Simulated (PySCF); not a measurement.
A species of formula C3H3Cl has this rotational fingerprint, computed with PBE0-D3(BJ)/def2-TZVP geometry optimisation, gas phase in PySCF:

```
Rotational constants : A = 24743, B = 3084, C = 2790 MHz
Dipole components    : |μa| = 1.19 D, |μb| = 1.17 D, |μc| = 0.00 D
Inertial defect      : -3.17 u·Å²
κ                    : -0.97
```

Problem. Which structure is it? (One computed conformer of each.)
A. `C=C=CCl`
B. `C#CCCl`

Solution. B. It is C#CCCl, a near-prolate asymmetric top, point group Cs. The candidates at the same level (rigid rotor, commonest isotopes):

```tsv
SMILES	A (MHz)	B (MHz)	C (MHz)	μa (D)	μb (D)	μc (D)	Δ (u·Å²)	point group	rotor
C#CCCl	24743	3084	2790	1.19	1.17	0.00	-3.17	Cs	near-prolate asymmetric top
C=C=CCl	33408	2855	2679	1.58	0.50	0.00	-3.48	Cs	near-prolate asymmetric top
```

`C=C=CCl` has A 35 % too high. In the right answer the mirror of this Cs structure is the ab plane, so μc vanishes by symmetry. No structure here is proved a minimum.
